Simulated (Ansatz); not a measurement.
Geometry optimisation, Ansatz 0.2.0, RKS PBE0/STO-3G.

Input:

```yaml
crystal:
  periodic: [false, false, false]
  atoms:
    - { symbol: F, position_ang: [0.6675, 0.8244, -2.47] }
    - { symbol: C, position_ang: [-0.0558, -0.0521, -1.7458] }
    - { symbol: F, position_ang: [-1.2861, 0.4696, -1.5665] }
    - { symbol: H, position_ang: [-0.1491, -0.9863, -2.3159] }
    - { symbol: H, position_ang: [0.4182, -0.1851, -0.7628] }
    - { symbol: O, position_ang: [0.1212, -0.3251, 1.7061] }
    - { symbol: C, position_ang: [0.1318, -0.0521, 2.83] }
    - { symbol: S, position_ang: [0.1523, 0.3067, 4.3249] }
basis:
  gaussian: { orbitals: STO-3G }
hamiltonian:
  xc: pbe0
relax:
  f_tol: 0.02
  max_steps: 40
scf:
  lower_state_search: "off"
```

Launched with:

```bash
$ ansatz run input.yaml --threads 1 --pin off --max-ram 2048MiB --backend cpu --events-out ev --progress --plain --runs-dir out
```

**Question.** Where does it end, and by what steps?

**Answer.** It converged. The force dipped under the threshold on the way, but the program's further checks kept it going. Limits of this set-up: minimal basis. After 18 steps the energy has fallen by 0.445 eV; S8 moved furthest, 0.62 Å.

```json
{"step": "0", "energy less start (eV)": "0.0000", "largest force component (eV/Å)": "6.927", "accepted": "yes"}
{"step": "1", "energy less start (eV)": "-0.4145", "largest force component (eV/Å)": "0.946", "accepted": "yes"}
{"step": "2", "energy less start (eV)": "-0.4260", "largest force component (eV/Å)": "0.354", "accepted": "yes"}
{"step": "3", "energy less start (eV)": "-0.4295", "largest force component (eV/Å)": "0.382", "accepted": "yes"}
{"step": "4", "energy less start (eV)": "-0.4354", "largest force component (eV/Å)": "0.281", "accepted": "yes"}
{"step": "5", "energy less start (eV)": "-0.4386", "largest force component (eV/Å)": "0.123", "accepted": "yes"}
{"step": "6", "energy less start (eV)": "-0.4383", "largest force component (eV/Å)": "0.250", "accepted": "no"}
{"step": "7", "energy less start (eV)": "-0.4419", "largest force component (eV/Å)": "0.074", "accepted": "yes"}
{"step": "8", "energy less start (eV)": "-0.4432", "largest force component (eV/Å)": "0.112", "accepted": "yes"}
{"step": "9", "energy less start (eV)": "-0.4424", "largest force component (eV/Å)": "0.536", "accepted": "no"}
{"step": "10", "energy less start (eV)": "-0.4436", "largest force component (eV/Å)": "0.008", "accepted": "yes"}
{"step": "11", "energy less start (eV)": "-0.4440", "largest force component (eV/Å)": "0.036", "accepted": "yes"}
{"step": "12", "energy less start (eV)": "-0.4436", "largest force component (eV/Å)": "0.216", "accepted": "no"}
{"step": "13", "energy less start (eV)": "-0.4444", "largest force component (eV/Å)": "0.046", "accepted": "yes"}
{"step": "14", "energy less start (eV)": "-0.4445", "largest force component (eV/Å)": "0.078", "accepted": "yes"}
{"step": "15", "energy less start (eV)": "-0.4446", "largest force component (eV/Å)": "0.035", "accepted": "yes"}
{"step": "16", "energy less start (eV)": "-0.4447", "largest force component (eV/Å)": "0.004", "accepted": "yes"}
{"step": "17", "energy less start (eV)": "-0.4447", "largest force component (eV/Å)": "0.004", "accepted": "yes"}
{"step": "18", "energy less start (eV)": "-0.4447", "largest force component (eV/Å)": "0.016", "accepted": "yes"}
```

```xyz
8
Properties=species:S:1:pos:R:3
F 0.784 0.922 -2.052
C -0.135 -0.005 -1.554
F -1.420 0.542 -1.618
H -0.095 -0.949 -2.173
H 0.119 -0.266 -0.485
O 0.527 -0.749 1.511
C 0.273 -0.138 2.530
S -0.053 0.643 3.840
```

Whether the end is a true minimum wasn't checked by a vibrational analysis.

The run took 65 s on 1 thread of AMD EPYC (Zen 3), with other jobs on the host, peak memory 0.14 GiB.
